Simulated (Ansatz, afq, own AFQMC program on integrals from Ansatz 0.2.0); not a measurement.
Two steps: Ansatz 0.2.0 writes the Fock matrix and Cholesky factors of the valence space, and afq projects on them the lowest state that overlaps trial and start.

```yaml
crystal:
  periodic: [false, false, false]
  atoms:
    - {symbol: Si, position_ang: [0.000000, 0.000000, 0.562441]}
    - {symbol: B, position_ang: [0.000000, 0.000000, -1.359948]}
    - {symbol: H, position_ang: [0.000000, 1.218724, 1.409347]}
    - {symbol: H, position_ang: [0.000000, -1.218724, 1.409347]}
    - {symbol: H, position_ang: [0.000000, 1.037036, -1.952056]}
    - {symbol: H, position_ang: [0.000000, -1.037036, -1.952056]}
basis:
  gaussian: {orbitals: 6-31G}
total_charge: 1
magnetization: {spin_polarized: true, initial_magnetization: 2}
correlation: {method: ccsd_t, electrons: outside_noble_gas, hamiltonian_folder: ham}
```

```sh
$ ansatz run in.yaml --threads 1 --pin off --events-out ev --progress --plain --max-ram 1843MiB
```

Options of the walk:

```
--method phaseless --trial cisd --walkers 80 --populations 1 --least-time 40 --time-step 0.005 --steps-per-block 50 --equilibration-blocks 28 --max-blocks 300 --target-error 0.00038 --factor-cut 1e-05 --start spin_pure --seed 1568 --release-times 0.24,0.51,0.99,1.62,2.4 --release-step 0.03 --release-every 4 --taylor-order 6
```

Times are imaginary, in 1/Eh. The walk had a cap of 504 s.

afq prints:

```
orbitals 24  electrons 6 4  factors 172 of 394
reference energy -315.41786859 Eh
CCSD correlation -0.12434103 Eh in 11 cycles, weight of the determinant in the CISD state 0.9030
energy of the start -315.542161 Eh
 block  time / (1/Eh)  mean weight  energy / Eh
     1     0.250  0.9999  -315.541017
     2     0.500  1.0017  -315.540986
     3     0.750  1.0004  -315.541854
     4     1.000  0.9998  -315.542656
     5     1.250  0.9997  -315.542911
    10     2.500  0.9997  -315.543494
    29     7.250  0.9996  -315.545778
    41    10.250  0.9994  -315.549345
    49    12.250  1.0004  -315.549260
    69    17.250  0.9991  -315.547070
    89    22.250  0.9998  -315.543940
   109    27.250  0.9997  -315.546101
   129    32.250  0.9999  -315.544461
   149    37.250  1.0014  -315.546245
   157    39.250  1.0003  -315.543081
   169    42.250  1.0003  -315.545611
   185    46.250  0.9983  -315.543788
blocks merged  error / Eh  count
     1  0.000124  160
     2  0.000156  80
     4  0.000189  40
     8  0.000202  20
    16  0.000192  10
released: time / (1/Eh)  energy / Eh  error  mean overlap
  0.24  -315.545840  0.000261  0.9921
  0.51  -315.545902  0.000266  0.9861
  0.99  -315.546065  0.000195  0.9847
  1.62  -315.545863  0.000253  0.9905
  2.40  -315.546152  0.000247  0.9842
energy -315.545369 +/- 0.000202 Eh
(rows thinned)
```

The run passed its tests (sampling time, drift between the halves within three errors, error under three times the target), which doesn't prove that it has relaxed. The second half of the sampling lies above the first by 1.5 errors of their difference, so the energy may still be moving and its error bar be too small.

Against this walk (error 5.5 meV) on the same determinant: CCSD(T) 9.0 meV higher (within the noise), CCSDT(Q) 23.5 meV lower. The error is statistical and leaves out the bias of the constraint. Released to 2.40 1/Eh the energy lies 21 ± 9 meV (both errors) below the phaseless value, which shows part or all of the bias of the constraint, and CCSDT(Q) lies 2.2 meV below the released value. CCSDT(Q) is the surest value here, so the walk's 24 meV above it is most likely the bias of the constraint with this trial, which can have either sign.

Cautions: constraint bias not in the error; lower spins were not checked.

The walk took 2.3 min on 1 thread of Arm Neoverse V1 (shared host). The log's last line is the phaseless energy.

CCSDT and higher add their correlation energy to the determinant of the CCSD(T) run, since their own runs factorise the integrals more tightly (a shift of under 2 meV). A walk keeps the symmetry of its determinant, which the program's search chose and which needn't be the lowest solution, so a lower state of the same spin and another symmetry isn't excluded.
